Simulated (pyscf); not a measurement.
Thermochemistry of product channels of H₂N–SiH(NH₂)–NH₂ + water (H₂O) on the singlet surface, in kcal/mol, from ωB97M-D3(BJ)/def2-TZVP energies (ideal gas, 1 atm, RRHO with modes under 100 cm⁻¹ raised to 100, one conformer, R ln 2 for chiral ones without a mode under 150 cm⁻¹). Single points on ωB97X-D3(BJ)/def2-SVP structures (PySCF, gas phase).

| products | ΔE | ΔH(298 K) | ΔG(298 K) | ΔG(600 K) |
|---|---|---|---|---|
| ammonia (NH₃) + H₂N–SiH(NH₂)–OH | -12.2 | -11.7 | -12.0 | -12.1 |
| H₂N–Si(NH₂)(NH₂)–OH + hydrogen (H₂) | -24.3 | -27.2 | -25.3 | -23.8 |

These are energies of the channels, which say nothing of barriers.
